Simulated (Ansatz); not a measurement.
**Worked example: the barrier**

An elementary step of CH4NO, doublet (CH₂O ([CH2][O]) + NH₂ → CH₄NO ([CH2][O][NH2]); bonds formed: O1–N3). “Start” is the structure reached by relaxing down from the saddle towards the reactants; PBE0-D4/def2-TZVP structures. The saddle:

```xyz
7
angstrom
O -0.5811 -0.2314 0.2728
C -0.4416 -0.6659 -0.9161
N 0.7129 0.7435 0.7890
H 0.4250 -1.2699 -1.1890
H -1.1390 -0.3379 -1.6896
H 0.8966 0.2341 1.6538
H 0.1272 1.5275 1.0790
```

Ansatz 0.2.0; basis: def2-TZVPP and def2-QZVPP; cores frozen in the correlated methods; orbitals are unrestricted.

Energies in eV:

| quantity | saddle | start |
| --- | --- | --- |
| Hartree–Fock, triple zeta (X = 3) | -4610.72840 | -4612.60302 |
| Hartree–Fock, quadruple zeta (X = 4) | -4610.94537 | -4612.82275 |
| MP2 correlation, X = 3 | -15.72901 | -15.76618 |
| MP2 correlation, X = 4 | -16.92091 | -16.94530 |
| CCSD(T) correlation, X = 3 | -17.67151 | -17.12596 |

Question: Work out the barrier at the basis limit: extrapolate Hartree–Fock as E(X) = E∞ + A exp(−7.88 √X) and the MP2 correlation as E(X) = E∞ + B X^−2.97 (the exponents that Neese and Valeev fitted for def2-TZVPP and QZVPP), then add CCSD(T) − MP2 in triple zeta.

Answer: Each step is linear, so take the differences first (saddle − start): Hartree–Fock 1.87462 (X = 3) and 1.87738 (X = 4); MP2 correlation 0.03717 and 0.02439; CCSD(T) correlation -0.54555.
Two points give E∞ = E(4) + w [E(4) − E(3)], with w = 1/(exp(7.88 (2 − √3)) − 1) = 0.1377 for Hartree–Fock and w = 1/((4/3)^2.97 − 1) = 0.7407 for the correlation.
Hartree–Fock: 1.87738 + 0.1377 × 0.00276 = 1.8778 eV.
MP2 correlation: 0.02439 + 0.7407 × (-0.01278) = 0.0149 eV.
CCSD(T) − MP2: -0.54555 − 0.03717 = -0.5827 eV.
Sum: 1.8778 + 0.0149 + (-0.5827) = 1.3100 eV, or 30.21 kcal/mol. Plain CCSD(T) in triple zeta gives 1.3291 eV, so the larger basis shifts the result by -0.0191 eV.

The T1 diagnostic stays at or below 0.040. ⟨S²⟩ of the unrestricted Hartree–Fock references: 0.76 to 1.04 (a pure state has 0.75). The unrestricted reference is spin-contaminated, which hurts MP2 most.

Labels in which every atom is bracketed show which atoms are joined, not bond orders.

For scale, one of the runs: CCSD(T)/def2-TZVPP, 149 basis functions, launched by `ansatz run in.yaml --threads 2 --pin off --events-out ev --progress --plain --max-ram 4352MiB`. The run took 81 s on 2 CPU threads of an Arm Neoverse V2 (shared host), with 2.4 GiB of host memory at its peak.
